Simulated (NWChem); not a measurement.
# C5H6 (2-methyl-1-buten-3-yne) at 3 levels

Aim: a comparison of 3 runs (HF/STO-3G, HF/3-21G, B3LYP/6-31G*) of C5H6 (2-methyl-1-buten-3-yne). 

The results are computed with NWChem 7.3.0.

2 further runs of the same task are left out: 2 set aside as unsound or not needed.

## 1. Starting point

C5H6 has 11 atoms, charge 0, and is taken as a singlet. As SMILES, `C#CC(=C)C`. The coordinates come from a PBE0-D4/def2-TZVP relaxation.

Bond lengths: C1–C2 1.203 Å, C2–C3 1.426 Å, C3–C4 1.335 Å, C3–C5 1.500 Å, C1–H6 1.064 Å, C4–H7 1.084 Å, C4–H8 1.082 Å, C5–H9 1.093 Å, C5–H10 1.093 Å, C5–H11 1.090 Å. Some angles: C1–C2–C3 177.6°, C2–C3–C4 120.8°, C2–C3–C5 116.1°, C4–C3–C5 123.1°, C2–C1–H6 179.2°, C3–C4–H7 120.7°, C3–C4–H8 121.4°, C3–C5–H9 110.6°, C3–C5–H10 110.6°, C3–C5–H11 110.8°.

## 2. Energy and gradient at HF/STO-3G (run 1)

Input file struct.xyz:

```xyz
11

C     -1.345100     1.765600     1.023600
C     -0.786700     0.836000     0.502900
C     -0.073000    -0.237900    -0.105500
C     -0.718400    -1.309500    -0.570900
C      1.416500    -0.080200    -0.182900
H     -1.852900     2.580700     1.482100
H     -0.174900    -2.125300    -1.033200
H     -1.795300    -1.393800    -0.500600
H      1.842600     0.040200     0.816500
H      1.678700     0.815000    -0.752400
H      1.874100    -0.947800    -0.659100
```

Input file run.py:

```python
from ase.io import read
from ase.calculators.nwchem import NWChem

molecule = read('struct.xyz')

calc = NWChem(
    label='struct',
    theory='scf',
    memory='2200 mb',
    basis='STO-3G',
    basispar='spherical bse',
    scf={'nopen': '0', 'rhf': None, 'thresh': '1e-08', 'maxiter': '80'},
)
molecule.calc = calc

forces = molecule.get_forces()
e = molecule.get_potential_energy()
print(f"E = {e:.6f} eV")
print("forces (eV/A):")
for s, f in zip(molecule.symbols, forces):
    print(f"{s:2s} {f[0]:10.5f} {f[1]:10.5f} {f[2]:10.5f}")
print("dipole (e A):", molecule.get_dipole_moment().round(4))
```

The run is started by

```console
export ASE_NWCHEM_COMMAND="nwchem PREFIX.nwi > PREFIX.nwo"
python run.py
```

What it wrote:

```text
E = -5180.685542 eV
forces (eV/A):
C     1.97384   -3.46081   -1.92761
C    -2.77098    4.78487    2.66932
C    -1.05256   -2.31713   -1.04171
C     0.75416    0.95774    0.39693
C     1.38181    0.16568   -0.05399
H    -0.01553    0.03332    0.01795
H    -0.17689    0.01980    0.02844
H     0.07677   -0.08989   -0.05209
H    -0.07127   -0.08860   -0.21212
H    -0.03831   -0.22004    0.06340
H    -0.06109    0.21505    0.11138
dipole (e A): [ 0.0577 -0.0289 -0.0205]
```

The calculator wrote struct.nwi:

```
title "struct"

permanent_dir struct

scratch_dir struct

start struct

geometry units angstrom nocenter noautosym noautoz
  C  -1.3451000000000000e+00 1.7656000000000001e+00 1.0236000000000001e+00
  C  -7.8669999999999995e-01 8.3599999999999997e-01 5.0290000000000001e-01
  C  -7.2999999999999995e-02 -2.3790000000000000e-01 -1.0550000000000000e-01
  C  -7.1840000000000004e-01 -1.3095000000000001e+00 -5.7089999999999996e-01
  C  1.4165000000000001e+00 -8.0199999999999994e-02 -1.8290000000000001e-01
  H  -1.8529000000000000e+00 2.5807000000000002e+00 1.4821000000000000e+00
  H  -1.7490000000000000e-01 -2.1253000000000002e+00 -1.0331999999999999e+00
  H  -1.7952999999999999e+00 -1.3937999999999999e+00 -5.0060000000000004e-01
  H  1.8426000000000000e+00 4.0200000000000000e-02 8.1650000000000000e-01
  H  1.6787000000000001e+00 8.1499999999999995e-01 -7.5239999999999996e-01
  H  1.8741000000000001e+00 -9.4779999999999998e-01 -6.5910000000000002e-01
end

memory 2200 mb

basis spherical bse noprint
   * library STO-3G
end

scf
  nopen 0
  rhf
  thresh 1e-08
  maxiter 80
end

task scf gradient
```

struct.nwo:

```text
Northwest Computational Chemistry Package (NWChem) 7.3.0
             --------------------------------------------------------

           Job information
           ---------------

    nwchem branch   = 7.3.0
    use scalapack   = T
    input           = struct.nwi
    prefix          = struct.
    data base       = struct/struct.db
    status          = startup
    nproc           =        1

           Memory information
           ------------------

    heap     =     72089596 doubles =      550.0 Mbytes
    stack    =     72089601 doubles =      550.0 Mbytes
    global   =    144179200 doubles =     1100.0 Mbytes (distinct from heap & stack)
    total    =    288358397 doubles =     2200.0 Mbytes
    verify   = yes
    hardfail = no

[... 134 lines left out ...]
 Convergence threshold     :          1.000E-08
[... 13 lines left out ...]
       Final RHF  results
[... 3 lines left out ...]
      One-electron energy =   -541.534892355410
[... 1 line left out ...]
 Nuclear repulsion energy =    143.477220177632
[... 36 lines left out ...]
                       ROHF Final Molecular Orbital Analysis
[... 226 lines left out ...]
                         RHF ENERGY GRADIENTS

    atom               coordinates                        gradient
                 x          y          z           x          y          z
   1 C      -2.541870   3.336500   1.934324   -0.038385   0.067302   0.037486
   2 C      -1.486647   1.579811   0.950343    0.053887  -0.093051  -0.051910
   3 C      -0.137950  -0.449566  -0.199366    0.020469   0.045061   0.020258
[... 7 lines of this table left out ...]
  11 H       3.541535  -1.791082  -1.245518    0.001188  -0.004182  -0.002166

                 ----------------------------------------
                 |  Time  |  1-e(secs)   |  2-e(secs)   |
                 ----------------------------------------
                 |  CPU   |       0.00   |       0.13   |
                 ----------------------------------------
                 |  WALL  |       0.00   |       0.13   |
                 ----------------------------------------

 Task  times  cpu:        1.9s     wall:        1.9s
 Total times  cpu:        1.9s     wall:        1.9s
```

Run time: 2.9 s. Hardware: 1 thread of AMD EPYC 9R45 (Zen 5), shared host; peak memory 0.099 GiB.

## 3. Energy and gradient at HF/3-21G (run 2)

Input file run.py:

```python
from ase import Atoms
from ase.calculators.nwchem import NWChem

mol = Atoms(['C', 'C', 'C', 'C', 'C', 'H', 'H', 'H', 'H', 'H', 'H'], positions=[
    [-1.345100, 1.765600, 1.023600],
    [-0.786700, 0.836000, 0.502900],
    [-0.073000, -0.237900, -0.105500],
    [-0.718400, -1.309500, -0.570900],
    [1.416500, -0.080200, -0.182900],
    [-1.852900, 2.580700, 1.482100],
    [-0.174900, -2.125300, -1.033200],
    [-1.795300, -1.393800, -0.500600],
    [1.842600, 0.040200, 0.816500],
    [1.678700, 0.815000, -0.752400],
    [1.874100, -0.947800, -0.659100],
])

calc = NWChem(
    label='c5h6',
    theory='scf',
    memory='2200 mb',
    basis='3-21G',
    basispar='spherical bse',
    scf={'nopen': '0', 'rhf': None, 'thresh': '1e-08', 'maxiter': '80'},
)
mol.calc = calc

forces = mol.get_forces()
e = mol.get_potential_energy()
print(f"E = {e:.6f} eV")
print("forces (eV/A):")
for s, f in zip(mol.symbols, forces):
    print(f"{s:2s} {f[0]:10.5f} {f[1]:10.5f} {f[2]:10.5f}")
print("dipole (e A):", mol.get_dipole_moment().round(4))
```

The run is started by

```console
export ASE_NWCHEM_COMMAND="nwchem PREFIX.nwi > PREFIX.nwo"
python run.py
```

What it wrote:

```text
E = -5215.809318 eV
forces (eV/A):
C     0.36551   -0.78192   -0.42727
C    -0.79771    1.56390    0.86132
C    -0.67538   -1.03482   -0.44362
C     0.18702    0.31769    0.13802
C     0.79756    0.19237    0.01810
H     0.28873   -0.42706   -0.24276
H    -0.27022    0.28575    0.17041
H     0.42099   -0.01373   -0.05024
H    -0.13113   -0.09724   -0.24647
H    -0.09307   -0.25870    0.08850
H    -0.09230    0.25372    0.13406
dipole (e A): [ 0.0797 -0.0416 -0.0291]
```

The calculator wrote c5h6.nwi:

```
title "c5h6"

permanent_dir c5h6

scratch_dir c5h6

start c5h6

geometry units angstrom nocenter noautosym noautoz
  C  -1.3451000000000000e+00 1.7656000000000001e+00 1.0236000000000001e+00
  C  -7.8669999999999995e-01 8.3599999999999997e-01 5.0290000000000001e-01
  C  -7.2999999999999995e-02 -2.3790000000000000e-01 -1.0550000000000000e-01
  C  -7.1840000000000004e-01 -1.3095000000000001e+00 -5.7089999999999996e-01
  C  1.4165000000000001e+00 -8.0199999999999994e-02 -1.8290000000000001e-01
  H  -1.8529000000000000e+00 2.5807000000000002e+00 1.4821000000000000e+00
  H  -1.7490000000000000e-01 -2.1253000000000002e+00 -1.0331999999999999e+00
  H  -1.7952999999999999e+00 -1.3937999999999999e+00 -5.0060000000000004e-01
  H  1.8426000000000000e+00 4.0200000000000000e-02 8.1650000000000000e-01
  H  1.6787000000000001e+00 8.1499999999999995e-01 -7.5239999999999996e-01
  H  1.8741000000000001e+00 -9.4779999999999998e-01 -6.5910000000000002e-01
end

memory 2200 mb

basis spherical bse noprint
   * library 3-21G
end

scf
  nopen 0
  rhf
  thresh 1e-08
  maxiter 80
end

task scf gradient
```

c5h6.nwo:

```text
Northwest Computational Chemistry Package (NWChem) 7.3.0
             --------------------------------------------------------

           Job information
           ---------------

    nwchem branch   = 7.3.0
    use scalapack   = T
    input           = c5h6.nwi
    prefix          = c5h6.
    data base       = c5h6/c5h6.db
    status          = startup
    nproc           =        1

           Memory information
           ------------------

    heap     =     72089598 doubles =      550.0 Mbytes
    stack    =     72089595 doubles =      550.0 Mbytes
    global   =    144179200 doubles =     1100.0 Mbytes (distinct from heap & stack)
    total    =    288358393 doubles =     2200.0 Mbytes
    verify   = yes
    hardfail = no

[... 134 lines left out ...]
 Convergence threshold     :          1.000E-08
[... 12 lines left out ...]
       Final RHF  results
[... 3 lines left out ...]
      One-electron energy =   -541.103536747956
[... 1 line left out ...]
 Nuclear repulsion energy =    143.477220177632
[... 36 lines left out ...]
                       ROHF Final Molecular Orbital Analysis
[... 231 lines left out ...]
                         RHF ENERGY GRADIENTS

    atom               coordinates                        gradient
                 x          y          z           x          y          z
   1 C      -2.541870   3.336500   1.934324   -0.007108   0.015206   0.008309
   2 C      -1.486647   1.579811   0.950343    0.015513  -0.030413  -0.016750
   3 C      -0.137950  -0.449566  -0.199366    0.013134   0.020124   0.008627
[... 7 lines of this table left out ...]
  11 H       3.541535  -1.791082  -1.245518    0.001795  -0.004934  -0.002607

                 ----------------------------------------
                 |  Time  |  1-e(secs)   |  2-e(secs)   |
                 ----------------------------------------
                 |  CPU   |       0.00   |       0.19   |
                 ----------------------------------------
                 |  WALL  |       0.00   |       0.19   |
                 ----------------------------------------

 Task  times  cpu:        2.0s     wall:        2.0s
 Total times  cpu:        2.0s     wall:        2.0s
```

Run time: 2.9 s. Hardware: 1 thread of AMD EPYC 9R45 (Zen 5), shared host; peak memory 0.099 GiB.

## 4. Energy and forces at B3LYP/6-31G(d) (Cartesian functions) (run 3)

Input file run.py:

```python
from ase import Atoms
from ase.calculators.nwchem import NWChem

atoms = Atoms(['C', 'C', 'C', 'C', 'C', 'H', 'H', 'H', 'H', 'H', 'H'], positions=[
    [-1.345100, 1.765600, 1.023600],
    [-0.786700, 0.836000, 0.502900],
    [-0.073000, -0.237900, -0.105500],
    [-0.718400, -1.309500, -0.570900],
    [1.416500, -0.080200, -0.182900],
    [-1.852900, 2.580700, 1.482100],
    [-0.174900, -2.125300, -1.033200],
    [-1.795300, -1.393800, -0.500600],
    [1.842600, 0.040200, 0.816500],
    [1.678700, 0.815000, -0.752400],
    [1.874100, -0.947800, -0.659100],
])

calc = NWChem(
    label='c5h6',
    theory='dft',
    memory='2200 mb',
    basis='6-31G*',
    dft={'xc': 'b3lyp', 'mult': '1', 'grid': 'xfine', 'convergence': 'energy 1e-08', 'iterations': '100', 'mulliken': None},
)
atoms.calc = calc

forces = atoms.get_forces()
print("Total energy (eV):", round(atoms.get_potential_energy(), 6))
print("forces (eV/A):")
for s, f in zip(atoms.symbols, forces):
    print(f"{s:2s} {f[0]:10.5f} {f[1]:10.5f} {f[2]:10.5f}")
print("dipole (e A):", atoms.get_dipole_moment().round(4))
```

The run is started by

```console
export ASE_NWCHEM_COMMAND="nwchem PREFIX.nwi > PREFIX.nwo"
python run.py
```

What it wrote:

```text
Total energy (eV): -5280.436623
forces (eV/A):
C    -0.33332    0.58122    0.32380
C     0.20358   -0.38783   -0.21412
C    -0.01964    0.18718    0.09539
C    -0.17792   -0.32123   -0.14126
C     0.20409    0.01455   -0.00797
H    -0.04191    0.05795    0.03301
H     0.00334   -0.09523   -0.04751
H    -0.09184   -0.05646   -0.01815
H     0.08721    0.00782    0.09544
H     0.07317    0.09241   -0.06819
H     0.09323   -0.08037   -0.05039
dipole (e A): [ 0.084  -0.0211 -0.0194]
```

The calculator wrote c5h6.nwi:

```
title "c5h6"

permanent_dir c5h6

scratch_dir c5h6

start c5h6

geometry units angstrom nocenter noautosym noautoz
  C  -1.3451000000000000e+00 1.7656000000000001e+00 1.0236000000000001e+00
  C  -7.8669999999999995e-01 8.3599999999999997e-01 5.0290000000000001e-01
  C  -7.2999999999999995e-02 -2.3790000000000000e-01 -1.0550000000000000e-01
  C  -7.1840000000000004e-01 -1.3095000000000001e+00 -5.7089999999999996e-01
  C  1.4165000000000001e+00 -8.0199999999999994e-02 -1.8290000000000001e-01
  H  -1.8529000000000000e+00 2.5807000000000002e+00 1.4821000000000000e+00
  H  -1.7490000000000000e-01 -2.1253000000000002e+00 -1.0331999999999999e+00
  H  -1.7952999999999999e+00 -1.3937999999999999e+00 -5.0060000000000004e-01
  H  1.8426000000000000e+00 4.0200000000000000e-02 8.1650000000000000e-01
  H  1.6787000000000001e+00 8.1499999999999995e-01 -7.5239999999999996e-01
  H  1.8741000000000001e+00 -9.4779999999999998e-01 -6.5910000000000002e-01
end

memory 2200 mb

basis noprint
   * library 6-31G*
end

dft
  xc b3lyp
  mult 1
  grid xfine
  convergence energy 1e-08
  iterations 100
  mulliken
end

task dft gradient
```

c5h6.nwo:

```text
Northwest Computational Chemistry Package (NWChem) 7.3.0
             --------------------------------------------------------

           Job information
           ---------------

    nwchem branch   = 7.3.0
    use scalapack   = T
    input           = c5h6.nwi
    prefix          = c5h6.
    data base       = c5h6/c5h6.db
    status          = startup
    nproc           =        1

           Memory information
           ------------------

    heap     =     72089598 doubles =      550.0 Mbytes
    stack    =     72089595 doubles =      550.0 Mbytes
    global   =    144179200 doubles =     1100.0 Mbytes (distinct from heap & stack)
    total    =    288358393 doubles =     2200.0 Mbytes
    verify   = yes
    hardfail = no

[... 105 lines left out ...]
  convergence criterion.
[... 39 lines left out ...]
          Spatial weights used:  Erf1
[... 78 lines left out ...]
         Total DFT energy =     -194.052468257488
[... 3 lines left out ...]
 Nuclear repulsion energy =      143.477220177632
[... 678 lines left out ...]
          Convergence on gradient requested:  5.00D-04
[... 26 lines left out ...]
          total energy or number of iterations.
[... 26 lines left out ...]
                         DFT ENERGY GRADIENTS

    atom               coordinates                        gradient
                 x          y          z           x          y          z
   1 C      -2.541870   3.336500   1.934324    0.006482  -0.011303  -0.006297
   2 C      -1.486647   1.579811   0.950343   -0.003959   0.007542   0.004164
   3 C      -0.137950  -0.449566  -0.199366    0.000382  -0.003640  -0.001855
[... 7 lines of this table left out ...]
  11 H       3.541535  -1.791082  -1.245518   -0.001813   0.001563   0.000980

                 ----------------------------------------
                 |  Time  |  1-e(secs)   |  2-e(secs)   |
                 ----------------------------------------
                 |  CPU   |       0.01   |       1.03   |
                 ----------------------------------------
                 |  WALL  |       0.01   |       1.03   |
                 ----------------------------------------

 Task  times  cpu:       34.8s     wall:       34.8s
 Total times  cpu:       34.8s     wall:       34.8s
```

Wall time 36 s (1 thread of AMD EPYC 9R45 (Zen 5), shared host); peak memory 0.16 GiB.

## 5. Overview of the runs

```csv
run,level,Cartesian functions,iteration cap,energy (Eh),dipole moment (D),HOMO energy (eV),LUMO energy (eV),wall time
1,HF/STO-3G,no,80,-190.386684,0.33,-7.47,7.08,2.9 s
2,HF/3-21G,no,80,-191.677459,0.45,-9.10,3.64,2.9 s
3,B3LYP/6-31G* (Cartesian functions),yes,100,-194.052468,0.43,-6.41,-0.41,36 s
```

## 6. Outcome

```
                       quantity          value
            run 3: total energy  -194.05247 Eh
           run 3: dipole moment         0.43 D
             run 3: HOMO energy       -6.41 eV
             run 3: LUMO energy       -0.41 eV
           run 3: HOMO–LUMO gap        6.00 eV
run 3: largest force on an atom     0.744 eV/Å
```

What this shows: The dipole moment (its size) runs from 0.33 D (HF/STO-3G) to 0.45 D (HF/3-21G). The HOMO–LUMO gap runs from 6.00 eV (B3LYP/6-31G*) to 14.55 eV (HF/STO-3G). The two ends differ in method and basis. In run 1 the basis is minimal, so the values are rough. All runs together took 42 s, the longest 36 s.
